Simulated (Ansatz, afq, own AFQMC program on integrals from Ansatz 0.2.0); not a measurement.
## NHBr, quartet: AFQMC among the cluster methods

```yaml
atoms:
  - { symbol: Br, position_ang: [0.0000, 0.0000, -1.5953] }
  - { symbol: H, position_ang: [0.0000, 0.0000, 0.0267] }
  - { symbol: N, position_ang: [0.0000, 0.0000, 1.5687] }
```

Connectivity, by distances: BrH ··· N.

Basis cc-pVTZ. Only valence electrons are correlated. AFQMC by an in-house program on the Cholesky factors that Ansatz 0.2.0 writes for its CCSD(T) run. ph-AFQMC/CISD is guided by a CISD state made of CCSD amplitudes; releasing the constraint for a short imaginary time cuts its bias at the price of noise, slowly where states lie close. Error bars are statistical, one sigma. No spin–orbit coupling.

Determinant: UHF, the one that the program's search chose, which needn't be the lowest solution. The geometry is a point of a scan.

No full CI on the walks' own integrals is used here; CCSDT(Q) serves as the reference and is uncertain by about the last step of the cluster series.

Cautions: no relativity below Rb; no spin-orbit coupling; inner d shell frozen; lower spins were not checked.

The T1 diagnostic is 0.0136. The weight of the determinant in the CISD state is 0.879. The ⟨S²⟩ of the determinant is 3.784. The size of the correlated space is 13 electrons in 72 orbitals.

Reference: CCSDT(Q), correlation energy -8.885 eV. The released energy is read at 2.40 1/Eh (meV from the phaseless value at times in 1/Eh: -5 ± 5 at 0.24, -7 ± 5 at 0.51, -10 ± 4 at 0.99, -5 ± 4 at 1.62, -10 ± 6 at 2.40).

```json
{"level": "HF", "E − E(reference) (kJ/mol)": "857.3", "share of correlation (%)": "0.00"}
{"level": "MP2", "E − E(reference) (kJ/mol)": "124.5", "share of correlation (%)": "85.48"}
{"level": "CCSD", "E − E(reference) (kJ/mol)": "31.8", "share of correlation (%)": "96.29"}
{"level": "CCSD(T)", "E − E(reference) (kJ/mol)": "4.0", "share of correlation (%)": "99.54"}
{"level": "CCSDT", "E − E(reference) (kJ/mol)": "1.1", "share of correlation (%)": "99.87"}
{"level": "ph-AFQMC/HF", "E − E(reference) (kJ/mol)": "-2.4 ± 2.7", "share of correlation (%)": "100.28"}
{"level": "ph-AFQMC/CISD", "E − E(reference) (kJ/mol)": "0.8 ± 0.5", "share of correlation (%)": "99.91"}
{"level": "released AFQMC", "E − E(reference) (kJ/mol)": "-0.2 ± 0.6", "share of correlation (%)": "100.03"}
```

A walk keeps the symmetry of its determinant, which the program's search chose and which needn't be the lowest solution, so a lower state of the same spin and another symmetry isn't excluded. Released energies are given only where the last usable release times agree within the noise; a slower fall can still hide under it.
